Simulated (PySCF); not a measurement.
# PO⁻ (triplet): basis, grid and Hamiltonian

Which parts of the numerical set-up matter for PO⁻ (triplet)? Each run edits the base script.

The runs use PySCF 2.14.0; method and basis as typed in the scripts.

### 1 Where the work starts

PO⁻ (triplet): 2 atoms, charge -1, spin multiplicity 3.

Bond lengths: P1–O2 1.765 Å.

### 2 The run that the others are compared with

Contents of input.py:

```python
from pyscf import gto, scf, mp

mol = gto.M(
    atom='P 0 0 0; O 0 0 1.765',
    basis='jorge-dzp',
    charge=-1,
    spin=2,
    verbose=3,
)
mf = scf.UHF(mol)
mf = mf.density_fit(auxbasis='def2-universal-jkfit')
mf.kernel()
mp.MP2(mf, frozen=6).kernel()
mf.dip_moment()
print('orbital energies (hartree):', [e[max(0, n-3):n+3].round(4) for e, n in zip(mf.mo_energy, mol.nelec)])
```

On the command line:

```sh
OMP_NUM_THREADS=1 python input.py
```

Its log is not repeated here.

Base result: E(SCF) = -415.563208 Eh, E(MP2) − E(SCF) = -0.29243 Eh, ⟨S²⟩ = 2.038.

The bond length is a typed value, not an optimised one. The dipole of an ion depends on the origin. The triplet is typed in the script; nothing here shows that it is the ground state.

### 3 Sbkjc (core potential on)

Variant 1 changes basis set: jorge-dzp → sbkjc; core potential: off → on; frozen orbitals: 6 → none. The core potential changes with it: totals don't compare.

Contents of input.py:

```python
from pyscf import gto, scf, mp

mol = gto.M(
    atom='P 0 0 0; O 0 0 1.765',
    basis='sbkjc',
    ecp={'P': 'sbkjc', 'O': 'sbkjc'},
    charge=-1,
    spin=2,
    verbose=3,
)
mf = scf.UHF(mol)
mf = mf.density_fit(auxbasis='def2-universal-jkfit')
mf.kernel()
mp.MP2(mf).kernel()
mf.dip_moment()
print('orbital energies (hartree):', [e[max(0, n-3):n+3].round(4) for e, n in zip(mf.mo_energy, mol.nelec)])
```

On the command line:

```sh
OMP_NUM_THREADS=1 python input.py
```

### 4 6-31g*

Variant 2 changes basis set: jorge-dzp → 6-31g*.

Changes to input.py since step 2:

```diff
@@ -4,3 +4,3 @@
     atom='P 0 0 0; O 0 0 1.765',
-    basis='jorge-dzp',
+    basis='6-31g*',
     charge=-1,
```

### 5 Cc-pvdz-dk (X2C on)

Variant 3 changes basis set: jorge-dzp → cc-pvdz-dk; spin-free X2C: off → on.

Changes to input.py since step 2:

```diff
@@ -4,3 +4,3 @@
     atom='P 0 0 0; O 0 0 1.765',
-    basis='jorge-dzp',
+    basis='cc-pvdz-dk',
     charge=-1,
@@ -10,2 +10,3 @@
 mf = scf.UHF(mol)
+mf = mf.sfx2c1e()
 mf = mf.density_fit(auxbasis='def2-universal-jkfit')
```

### 6 Cartesian functions on

Variant 4 changes Cartesian functions: off → on.

Changes to input.py since step 2:

```diff
@@ -7,2 +7,3 @@
     spin=2,
+    cart=True,
     verbose=3,
```

**Question.** What will these runs give? Wanted: for each run, E(SCF); from base; gap, α spin; after the SCF.

The runs gave:

```csv
run,E(SCF) (hartree),from base (eV),"gap, α spin (eV)",functions,after the SCF
base,-415.563208,0,13.12,39,"MP2 correlation -7.958 eV, core frozen"
sbkjc (core potential on),-21.966923,not comparable,n/a,16,MP2 correlation -4.567 eV
6-31g*,-415.519410,+1.1918,12.60,32,"MP2 correlation -7.757 eV, core frozen"
cc-pvdz-dk (X2C on),-416.407658,not comparable,13.25,32,"MP2 correlation -7.994 eV, core frozen"
Cartesian functions on,-415.564498,-0.0351,13.06,n/a,"MP2 correlation -8.018 eV, core frozen"
```

Of the runs whose energies can be compared, “6-31g*” moves the SCF energy most (+1.192 eV). 6-31g* (32 functions) gives an energy 1.19 eV higher than jorge-dzp (39).
